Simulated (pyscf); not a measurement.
`[AsH3]` + `[GeH4]` → `[GeH3][AsH2]` + `[H][H]` (four-centre exchange; singlet surface; As–H, Ge–H broken, As–Ge, H–H formed). Optimised with ωB97X-D3(BJ)/def2-SVP in PySCF. Energies in kcal/mol from the separated reactants.

| level | barrier | reaction energy |
|---|---|---|
| ωB97X-D3(BJ)/def2-TZVP | ? | -7.7 |
| r²SCAN/def2-TZVP | 66.0 | -4.6 |
| B3LYP-D3(BJ)/def2-TZVP | ? | ? |
| M06-2X/def2-TZVP | 67.9 | -5.9 |
| ωB97M-D3(BJ)/def2-TZVP | 72.6 | -2.6 |
| HF/def2-TZVP | 90.7 | +1.5 |

Question: Complete the blanks.

Answer: 
- ωB97X-D3(BJ)/def2-TZVP, barrier: 70.2
- B3LYP-D3(BJ)/def2-TZVP, barrier: 68.7
- B3LYP-D3(BJ)/def2-TZVP, reaction energy: -4.3

The functionals in the table span 6.6 kcal/mol in this barrier, from r²SCAN to ωB97M-D3(BJ)/def2-TZVP. At the saddle there is also a short Ge–H contact that neither side keeps. From the product side, GeH₃• + AsH₂• + H₂ lies, by one bond made or cut, 13.5 kcal/mol under this saddle at ωB97M-D3(BJ)/def2-TZVP. This is the saddle that the search found; another between the same sides may lie lower. Elements up to Kr have no core potential and no relativistic terms here.
